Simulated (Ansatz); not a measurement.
## How the LO phonon frequency at X of zinc-blende ZnSe moves with the method

No measured value is used here.

```
level (code)     value (cm⁻¹)  cell (Å³/atom)
---------------  ------------  --------------
LDA (Ansatz)              205           21.57
PBE (Ansatz)              ___           23.55
r²SCAN (Ansatz)           200           22.73
```

**Question.** Fill in the missing entries.

**Answer.** 
- PBE (Ansatz, an electronic-structure program), value (cm⁻¹): 191

Each level is taken at its own relaxed cell. Cutoffs and k meshes differ between the levels. Ansatz's density-functional and Hartree–Fock values are scalar-relativistic unless marked +SOC, with PAW data made under PBE.
